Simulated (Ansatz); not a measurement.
C5H7Cl (`C=C(C)C(=C)Cl`) from Hartree–Fock to CCSD(T)

Cartesian coordinates in Å:
```
C 0.5400 0.4278 1.7246
C 0.0725 0.0836 0.5242
C -1.2535 -0.6009 0.3760
C 0.8119 0.3469 -0.7141
C 0.3918 0.0250 -1.9353
Cl 2.3518 1.1397 -0.5660
H -0.0354 0.2169 2.6179
H 1.4941 0.9219 1.8472
H -1.1449 -1.5795 -0.0994
H -1.9383 -0.0121 -0.2404
H -1.7140 -0.7462 1.3526
H -0.5600 -0.4692 -2.0754
H 0.9841 0.2461 -2.8120
```

Charge 0, multiplicity 1. The geometry is a stationary point of PBE0-D4/def2-TZVP. It is one conformer, not always the lowest. Frozen core, restricted reference, the Gaussian-basis code of Ansatz. CBS rows extrapolate triple and quadruple zeta; past MP2 they add the triple-zeta difference.

```json
{"basis": "def2-SVP", "HF (Eh)": "-652.58599", "MP2 corr.": "-0.81075"}
{"basis": "def2-TZVPP", "HF (Eh)": "-652.95905", "MP2 corr.": "-1.01134"}
{"basis": "def2-QZVPP", "HF (Eh)": "-652.98031", "MP2 corr.": "-1.08267"}
```

Problem. Estimate the CCSD correlation energy and the (T) correction in each basis where they were run (hartree).

Solution. 
```tsv
basis	CCSD corr.	(T)
def2-SVP	-0.87170	-0.03146
def2-TZVPP	-1.06254	-0.05068
CBS(def2)	-1.18672	as TZ
```
